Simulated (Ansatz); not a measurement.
C2H4ClNO, SMILES `C/N=C(/O)Cl`, 9 atoms. The species carries charge 0 and has multiplicity 1. All runs use 2 threads of an Arm Neoverse V2 on a shared host. Correlated methods freeze the cores.

Give the basis size and wall time and peak host memory of each of these runs in Ansatz. RKS PBE0-D4/def2-TZVP frequencies; RKS BHLYP-D4/def2-TZVPP energy; direct RPA on PBE orbitals/def2-TZVPP energy; RKS SPW92 (LDA)/def2-TZVPP energy; RHF-MP2/def2-QZVPP energy; RKS ωB97M-V/def2-QZVPP energy; RKS PBE0-D4/def2-TZVPP energy; RKS PBE0-D4/def2-SVP energy; RHF-CCSD(T)/def2-SVP energy; RKS PBE0-D4/def2-QZVPP energy; RKS HSE06 (plane-wave form)-D4/def2-TZVPP energy; RKS ωB97M-V/def2-SVP energy. (An estimate is asked.)

Ansatz gave: Other jobs shared the machine, so times are rough.

| level | job | functions | wall time | peak host memory (GiB) |
| --- | --- | --- | --- | --- |
| RKS PBE0-D4/def2-SVP | energy | 94 | 1.5 s | 0.18 |
| RKS SPW92 (LDA)/def2-TZVPP | energy | 222 | 1.8 s | 0.25 |
| RKS PBE0-D4/def2-TZVPP | energy | 222 | 4.3 s | 0.46 |
| RKS BHLYP-D4/def2-TZVPP | energy | 222 | 4.5 s | 0.49 |
| RKS HSE06 (plane-wave form)-D4/def2-TZVPP | energy | 222 | 4.7 s | 0.49 |
| RKS ωB97M-V/def2-SVP | energy | 94 | 5.5 s | 0.26 |
| RHF-CCSD(T)/def2-SVP | energy | 94 | 6.5 s | 0.36 |
| direct RPA on PBE orbitals/def2-TZVPP | energy | 222 | 7.5 s | 0.46 |
| RKS PBE0-D4/def2-QZVPP | energy | 418 | 11 s | 1.1 |
| RKS ωB97M-V/def2-QZVPP | energy | 418 | 25 s | 1.4 |
| RHF-MP2/def2-QZVPP | energy | 418 | 30 s | 2.1 |
| RKS PBE0-D4/def2-TZVP | frequencies | 185 | 3.1 min | 0.41 |
